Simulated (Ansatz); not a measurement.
A nudged elastic band was laid between two geometries of C4H3 (7 atoms, charge 0, multiplicity 2).

Level of theory: UKS B3LYP-D4/def2-SVP in Ansatz 0.2.0.

```
movable images  : 9
climbing image  : yes
spring          : 5.0 eV/Å²
optimiser       : quadratic models (default)
start path      : through a guess of the saddle point
force threshold : 0.05 eV/Å
iteration limit : 46
end points      : relaxed
```

Initial state:

```xyz
7
Properties=species:S:1:pos:R:3
C 0.207 -2.321 1.169
C 0.377 -1.213 0.553
C 0.479 0.104 0.105
C -0.549 0.755 -0.523
H 1.428 0.635 0.257
H -0.432 1.782 -0.879
H -1.510 0.259 -0.681
```

Final state:

```xyz
7
Properties=species:S:1:pos:R:3
C 0.208 -2.322 1.168
C 0.377 -1.213 0.553
C 0.479 0.104 0.106
C -0.549 0.755 -0.523
H 1.428 0.635 0.258
H -1.510 0.258 -0.683
H -0.433 1.783 -0.878
```

Q: What changes between the two ends?

A: No bond is made or broken. The dihedral C2–C3–C4–H7 goes from 1 to -179°. The two ends are copies of one structure, up to a mirror image or an exchange of like atoms.

Q: Give the energies along the band, and the barrier.

A: It converged. The highest image is number 5 of 0 to 10, 113.5 kJ/mol above the ends, which have the same energy within 2 meV. A vibrational analysis at the climbing image gives one clearly imaginary mode, 705i cm⁻¹: a first-order saddle point.

```json
{"image": "0", "path coordinate (Å)": "0.00", "energy (kJ/mol)": "0.0", "dihedral C2–C3–C4–H7 (°)": "1"}
{"image": "1", "path coordinate (Å)": "0.40", "energy (kJ/mol)": "1.6", "dihedral C2–C3–C4–H7 (°)": "5"}
{"image": "2", "path coordinate (Å)": "0.81", "energy (kJ/mol)": "20.2", "dihedral C2–C3–C4–H7 (°)": "24"}
{"image": "3", "path coordinate (Å)": "1.21", "energy (kJ/mol)": "58.4", "dihedral C2–C3–C4–H7 (°)": "46"}
{"image": "4", "path coordinate (Å)": "1.62", "energy (kJ/mol)": "96.9", "dihedral C2–C3–C4–H7 (°)": "67"}
{"image": "5", "path coordinate (Å)": "2.02", "energy (kJ/mol)": "113.5", "dihedral C2–C3–C4–H7 (°)": "90"}
{"image": "6", "path coordinate (Å)": "2.38", "energy (kJ/mol)": "100.3", "dihedral C2–C3–C4–H7 (°)": "108"}
{"image": "7", "path coordinate (Å)": "2.74", "energy (kJ/mol)": "68.2", "dihedral C2–C3–C4–H7 (°)": "126"}
{"image": "8", "path coordinate (Å)": "3.09", "energy (kJ/mol)": "31.8", "dihedral C2–C3–C4–H7 (°)": "145"}
{"image": "9", "path coordinate (Å)": "3.45", "energy (kJ/mol)": "7.4", "dihedral C2–C3–C4–H7 (°)": "164"}
{"image": "10", "path coordinate (Å)": "3.81", "energy (kJ/mol)": "0.0", "dihedral C2–C3–C4–H7 (°)": "-179"}
```

Q: What is the geometry of the highest image?

A: 
```xyz
7
Properties=species:S:1:pos:R:3:forces:R:3
C 0.461 -2.467 0.775 0.00 0.00 0.00
C 0.439 -1.203 0.535 0.00 0.00 0.00
C 0.409 0.113 0.285 0.00 0.00 0.00
C -0.580 0.772 -0.568 0.00 0.00 0.00
H 1.185 0.749 0.755 0.00 0.00 0.00
H -0.398 0.888 -1.641 0.00 0.00 0.00
H -1.516 1.148 -0.143 0.00 0.00 0.00
```

Q: What are the harmonic wavenumbers there?

A: 705i, 179, 232, 319, 544, 669, 1000, 1015, 1171, 1358, 1401, 2057, 3023, 3130, 3245 cm⁻¹.

The band took 16 iterations and roughly 9 core-minutes.

The run took 9.3 min on 1 thread of Intel(R) Xeon(R) Platinum 8375C CPU @ 2.90GHz (Ice Lake), on a shared host, peak memory 0.18 GiB.
